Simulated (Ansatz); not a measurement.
C5H8 can be A, `CC1=CC1C`, or B, `C=C1CCC1`.

Isolated molecules relaxed with PBE0-D4/def2-TZVP in Ansatz; ΔE leaves out vibrations. CCSD(T)/CBS is the MP2 limit (def2-TZVPP, def2-QZVPP) plus CCSD(T) − MP2 in def2-TZVPP, frozen cores. DFT in def2-TZVPP. B3LYP here is the variant with VWN-RPA as its local correlation; programs differ in this.

Task: Which isomer does CCSD(T)/CBS put lower? Give the gap. (An estimate is asked.)

Result: The calculation gave: B, by 21.8 kcal/mol.

Task: Give E(B) − E(A) in kcal/mol with PBE-D4, ωB97M-V, r2SCAN-D4, MP2/def2-TZVPP, B3LYP-D4, HF/def2-TZVPP, B2PLYP. (Estimate.)

Result: Computed: PBE-D4 -20.4, ωB97M-V -21.9, r2SCAN-D4 -20.5, MP2/def2-TZVPP -20.6, B3LYP-D4 -21.1, HF/def2-TZVPP -22.6, B2PLYP -20.8. None reverses the order clearly.

Largest T1 diagnostic: 0.010.

From PBE to PBE0 (25 % exact exchange), in def2-TZVPP and without D4, E(B) − E(A) moves by −1.2 kcal/mol.
